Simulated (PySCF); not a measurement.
**Mayer bond orders and bond lengths**

Sulfuryl chloride, Cl2O2S.
Numbering: `[O:1]=[S:2](=[O:3])([Cl:4])[Cl:5]`

Structure used (PBE0-D3(BJ)/def2-SVP), in Å, numbered top down from 1:
```
atom  x, y, z in Å
O1     1.1619   -0.1148   -1.1211
S2     0.2848   -0.0812    0.0155
O3     0.6710   -0.5201    1.3267
Cl4   -0.4551    1.8259    0.1862
Cl5   -1.4446   -1.0669   -0.4917
```

Bond orders from the PBE0/pcSseg-1 density (PySCF). Geometry: PBE0-D3(BJ)/def2-SVP; no solvent, vibrations or thermal averaging.

Q: Where do the orders between heavy atoms depart from those drawn in the SMILES?

A: The largest departure is 0.209, at O1–S2 (drawn double, 1.791) and S2–O3 (drawn double, 1.791). Drawn single, order below 0.88: S2–Cl4 (0.855) and S2–Cl5 (0.854).

Q: Set the Mayer orders of the bonds beside their lengths.

A: 
```json
{"bond": "O1–S2", "drawn as": "double", "length (Å)": "1.436", "Mayer order": "1.791"}
{"bond": "S2–O3", "drawn as": "double", "length (Å)": "1.436", "Mayer order": "1.791"}
{"bond": "S2–Cl4", "drawn as": "single", "length (Å)": "2.053", "Mayer order": "0.855"}
{"bond": "S2–Cl5", "drawn as": "single", "length (Å)": "2.054", "Mayer order": "0.854"}
```

Q: Sum the orders of all bonds at each heavy atom with more than one neighbour and set the sums beside the valence in the SMILES.

A: S2 5.291 (drawn 6). Orders between atoms that aren't bonded are not in these sums.

Mayer orders depend on the basis set.
